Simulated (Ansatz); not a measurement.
Ideal-gas functions of FHOSi (`O[Si]F`) at 298.15 K and 1 bar, from an Ansatz frequency run at PBE0-D4/def2-TZVP.

Molar mass 64.09 g/mol, point group Cs (symmetry number 1), electronic degeneracy 1, moments of inertia 18.488, 56.849, 75.337 u Å². Harmonic wavenumbers (cm⁻¹, unscaled): 322, 499, 739, 835, 903, 3849.

Use S(trans) = R[1.5 ln M + 2.5 ln T − 1.1517]; rotational temperatures θ = 24.2544 K / I; S(rot) = R[ln(√π/σ · √(T³/θAθBθC)) + 1.5]; for each mode x = 1.438777 ν̃/T, S = R[x/(eˣ − 1) − ln(1 − e⁻ˣ)] and H = RT x/(eˣ − 1); 1 cm⁻¹ = 0.0119627 kJ/mol; R = 8.31446 J/(mol·K).

**Question.** By hand: the entropy, in J/(mol·K).

**Answer.** Translation 160.7. Rotation: θ = 1.3119, 0.4266, 0.3219 K, giving 95.4. Vibration, mode by mode: 5.44, 2.76, 1.10, 0.76, 0.58, 0.00, in all 10.6. Electronic 0.0. Sum 266.7 J/(mol·K).

**Question.** By hand: H − E and G − E in kJ/mol, counted from the electronic energy.

**Answer.** Zero-point energy ½ × 7147 × 0.0119627 = 42.7; thermal vibration 2.2; translation, rotation and pV give 4 RT = 9.9. H − E = 54.8 kJ/mol, and G − E = 54.8 − 298.15 × 266.7/1000 = -24.7 kJ/mol.

Vibration gives 4 % of the entropy. The sum counts one conformer and one mirror image; others add a mixing term.
